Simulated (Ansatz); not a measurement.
## Worked example: correlation energy of HBe–BeH, singlet

Geometry: a point of a stretch scan, not a stationary point.

```yaml
atoms:
  - { symbol: Be, position_ang: [0.0000, 0.0000, 0.2471] }
  - { symbol: Be, position_ang: [0.0000, 0.0000, -1.8583] }
  - { symbol: H, position_ang: [0.0000, 0.0000, 4.8171] }
  - { symbol: H, position_ang: [0.0000, 0.0000, -3.2059] }
```

Basis cc-pVDZ; Ansatz 0.2.0. Correlated methods freeze the noble-gas cores, which leaves 6 electrons in 36 orbitals. R marks a restricted (for open shells ROHF) determinant.

Full CI is exact within this basis and frozen core; it isn't the basis-set limit.

Runs differ by some tens of microhartree through their thresholds, so steps under 0.03 kcal/mol mean nothing.

```csv
level,total energy (hartree)
RHF,-30.141481
RMP2,-30.259414
RCCSD*,-30.336308
RCCSD(T)*,-30.355646
RCCSDT*,-30.345977
RCCSDT(Q)*,-30.347011
full CI,-30.346444
```

Question: What is the correlation energy at full CI, and what share of it do RMP2 and RCCSDT recover?

Answer: E(corr) = -30.346444 − (-30.141481) = -0.204963 hartree = -5.577 eV. RMP2: -0.117933 / -0.204963 = 57.54 %. RCCSDT: -0.204496 / -0.204963 = 99.77 %.

Question: By how many kcal/mol does RCCSD(T) miss full CI (1 hartree = 627.509 kcal/mol), and which steps make up the rest?

Answer: -30.355646 − (-30.346444) = -0.009202 hartree = -5.77 kcal/mol. Steps: RCCSDT − RCCSD(T) = 6.07, RCCSDT(Q) − RCCSDT = -0.65, full CI − RCCSDT(Q) = 0.36 kcal/mol. With more than one leading determinant such errors change with state and geometry, and needn't cancel in differences.

An asterisk marks runs whose energy the program itself flagged as in doubt.
